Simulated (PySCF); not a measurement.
CH₂NH, optimised at PBE/def2-SVP:

```xyz
5

C     -0.3960    -0.0164     0.0042
N      0.7654    -0.5445    -0.0298
H     -1.2885    -0.6795     0.0101
H     -0.6167     1.0785     0.0296
H      1.4895     0.1985    -0.0307
```

Energies from PySCF (xtb for GFN2), thermal terms from the rigid-rotor harmonic-oscillator model, ideal gas at 1 bar. 6-31G* has spherical d functions here. All species are closed-shell singlets. B3LYP is the form with VWN-RPA correlation. CH₂NH: computed as isolated molecules; such fragments, hydroxides, amides, oligomers or adducts are transient or little studied in the gas.

List the harmonic frequencies (cm⁻¹, unscaled) at this level and at the other levels, each on its own geometry.


- PBE/def2-SVP: 1033, 1046, 1135, 1315, 1437, 1686, 2923, 3032, 3331
- B3LYP/6-31G*: 1084, 1090, 1176, 1387, 1516, 1736, 3041, 3145, 3410
- GFN2-xTB: 1008, 1020, 1098, 1308, 1437, 1749, 2870, 3041, 3311
- HF/6-31G*: 1162, 1221, 1273, 1497, 1629, 1901, 3249, 3347, 3712
- PBE0/def2-TZVP: 1070, 1106, 1172, 1368, 1491, 1738, 3034, 3132, 3465
